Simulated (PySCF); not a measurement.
# LiF: bond curves at several levels of theory

One table from this session's results is given with a row withheld; the runs are named, their logs left out.

Program: PySCF 2.14.0. Level of theory: Li x2c-TZVPPall, F x2c-TZVPPall, spin-free X2C with a Gaussian nucleus. These are calculated values, not measurements.

Set-up of the first run:

A driver script around PySCF takes these settings:

| Item | Value |
| --- | --- |
| atoms | Li, F |
| charge | 0 |
| basis | Li x2c-TZVPPall, F x2c-TZVPPall |
| Hamiltonian | spin-free X2C with a Gaussian nucleus |
| basis functions | 50 |
| electrons treated | 12 |
| masses in u | 7.0160, 18.9984 |
| levels | PBE0, PBE, r²SCAN, BP86, MN15, TPSS, r²SCANh, ωB97M-V, HF, MP2, SCS-MP2, CCSD, CCSD(T) |
| grid | 80 radial by 434 angular points |
| occupations | held fixed by the projection of orbital angular momentum |
| dissociation limit | Li + F, each in its ground configuration |
| starting distance in angstrom | 1.900 |
| values of 2S to try | 0, 2 |

The run is started by

```bash
$ OMP_NUM_THREADS=1 python dia.py task.json out
```

Among the steps run: Input; PBE0 along the bond; Higher solutions at PBE0; PBE (GGA); r²SCAN (meta-GGA); BP86 (GGA); MN15 (hybrid meta-GGA); TPSS; r²SCANh (hybrid meta-GGA); ωB97M-V (range-separated hybrid); RHF (mean field); MP2 and coupled cluster.

One of the session's tables, all rows but one given; the rest of the session is left out.

It belongs to the step «The curves together». Energy (eV) from each level's lowest point:

```
R (Å)    RHF  RHF-MP2  RHF-SCS-MP2  RHF-CCSD  RHF-CCSD(T)
1.347  0.547    0.617        0.619       n/a          n/a
1.409  0.240    0.290        0.291     0.271        0.277
1.472  0.071    0.101        0.101     0.090        0.094
1.519  0.013    0.028        0.028     0.022        0.024
1.566  0.000    0.000        0.000     0.000        0.000
1.613  0.022    0.008        0.008     0.014        0.012
1.676      ?        ?            ?         ?            ?
1.754  0.233    0.181        0.182     0.201        0.194
1.848  0.447    0.373        0.374     0.401        0.391
1.973  0.773    0.677        0.678       n/a          n/a
```

Q: Estimate the row for R (Å) = 1.676 from the others.

Worked estimate for «RHF». A straight line through the neighbours (1.613, 0.022) and (1.754, 0.233) gives 0.022 + (0.233 − 0.022) × (1.676 − 1.613) / (1.754 − 1.613) = 0.116; a parabola fitted to 4 rows on both sides gives 0.099.

The run gave: RHF: 0.095; RHF-MP2: 0.063; RHF-SCS-MP2: 0.063; RHF-CCSD: 0.075; RHF-CCSD(T): 0.070. In «RHF» the line misses by +0.021 and the parabola by +0.004.
